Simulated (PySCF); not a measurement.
## Si: ionisation energy

Si [Ne] 3s2 3p2 (3P) → Si⁺ [Ne] 3s2 3p1 (2P), as a difference of total energies. Computed with PySCF 2.14 in aug-cc-pCVTZ-DK with one added diffuse shell each of s, p, d, f type (9s8p6d4f, 91 functions), with scalar relativity by spin-free X2C-1e. Correlated levels: valence: [Ne] frozen. The calculations carry no spin-orbit coupling.

```json
{"method": "UHF", "ionisation energy (eV)": "7.627", "error (eV)": "-0.530"}
{"method": "MP2 (valence)", "ionisation energy (eV)": "8.039", "error (eV)": "-0.118"}
{"method": "SCS-MP2 (valence)", "ionisation energy (eV)": "7.951", "error (eV)": "-0.206"}
{"method": "CCSD (valence)", "ionisation energy (eV)": "8.066", "error (eV)": "-0.091"}
{"method": "CCSD(T) (valence)", "ionisation energy (eV)": "8.107", "error (eV)": "-0.050"}
```

Reference: 8.157 eV (measured; NIST levels, between the centres of gravity of the two terms).

Errors of the correlated levels include the incompleteness of this basis and the frozen core.
